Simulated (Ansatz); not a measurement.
Input file:

```yaml
crystal:
  periodic: [false, false, false]
  atoms:
    - {symbol: B, position_ang: [0.084376, 0.005225, 0.090671]}
    - {symbol: C, position_ang: [-0.080498, 0.013599, -1.361892]}
    - {symbol: H, position_ang: [-0.003878, -0.018825, 1.271221]}
basis:
  gaussian: {orbitals: 6-31G}
magnetization: {spin_polarized: false}
correlation: {method: bccd_t, electrons: outside_noble_gas}
```

```sh
$ ansatz run in.yaml --threads 1 --pin off --events-out ev --progress --plain --max-ram 2393MiB
```

The program prints:

```
285 factors; integrals over basis functions are off by at most 2.3e-4 eV
mean field evaluation 1: about -1709.8419 eV, gradient 1.3e1 eV
mean field evaluation 2: about -1709.8439 eV, gradient 1.3e1 eV
mean field evaluation 4: about -1710.6353 eV, gradient 1.9e0 eV
mean field evaluation 8: about -1710.6735 eV, gradient 7.8e-3 eV
mean field evaluation 16: about -1710.6766 eV, gradient 1.2e-1 eV
mean field evaluation 32: about -1710.6783 eV, gradient 2.3e-6 eV
mean field evaluation 64: about -1710.6735 eV, gradient 3.0e-5 eV
mean field evaluation 96: about -1710.6735 eV, gradient 2.5e-6 eV
mean field evaluation 128: about -1710.6733 eV, gradient 6.3e-2 eV
mean field evaluation 160: about -1710.6613 eV, gradient 1.4e0 eV
mean field -1710.67828739 eV, -62.8662675222 hartree, gradient 2.1e-6 eV, S^2 0.000000; 9 other end points of the search recorded, 0 dependent functions left out; unrestricted orbitals would lower it
determinant -1710.67828739 eV, -62.8662675222 hartree, with singles and doubles -1714.44066035 eV, -63.0045321782 hartree
determinant -1710.67351090 eV, -62.8660919893 hartree, with singles and doubles -1714.44766693 eV, -63.0047896655 hartree
determinant -1707.19001207 eV, -62.7380757688 hartree, with singles and doubles -1712.23847517 eV, -62.9236033657 hartree
determinant -1710.67828739 eV, -62.8662675222 hartree, with singles and doubles -1714.44379400 eV, -63.0046473377 hartree
determinant -1710.67351090 eV, -62.8660919893 hartree, with singles and doubles -1714.45502597 eV, -63.0050601051 hartree
mean field evaluation 192: about -1710.6735 eV, gradient 6.9e-6 eV
2 core orbitals not correlated: weight in the atoms' cores, before any rotation towards them, 1.000 or more for the frozen orbitals, at most 0.000 for the correlated occupied ones
reference -1710.67351090 eV, -62.8660919893 hartree; 4, 4 occupied and 14, 14 virtual orbitals, 285 factors
second order -2.93034673 eV of doubles, -0.00000000 eV of singles
cycle   1  -3.77068637 eV  change    1.1e-2 eV  update   1.2e-2
cycle   2  -3.76668294 eV  change    4.0e-3 eV  update   3.9e-3
cycle   3  -3.76406715 eV  change    2.6e-3 eV  update   2.4e-3
cycle   4  -3.76289816 eV  change    1.2e-3 eV  update   1.6e-3
cycle   5  -3.76319386 eV  change   -3.0e-4 eV  update   1.4e-3
cycle   6  -3.76410317 eV  change   -9.1e-4 eV  update   1.1e-3
cycle   7  -3.76491903 eV  change   -8.2e-4 eV  update   7.1e-4
cycle   8  -3.76526328 eV  change   -3.4e-4 eV  update   3.4e-4
cycle   9  -3.76540346 eV  change   -1.4e-4 eV  update   1.7e-4
cycle  10  -3.76553414 eV  change   -1.3e-4 eV  update   9.1e-5
cycle  11  -3.76557913 eV  change   -4.5e-5 eV  update   4.2e-5
cycle  12  -3.76560767 eV  change   -2.9e-5 eV  update   2.0e-5
cycle  13  -3.76561670 eV  change   -9.0e-6 eV  update   1.1e-5
cycle  14  -3.76562192 eV  change   -5.2e-6 eV  update   5.5e-6
perturbative correction -0.13419053 eV, -0.0049314111 hartree
Total energy: -1714.57332335 eV, -63.0094074535 hartree
```

For the same geometry and basis full CI lies 99.2 meV lower.

Ran on 1 thread of Arm Neoverse N1, shared host: 0.84 s wall, 0.07 GiB peak host memory.
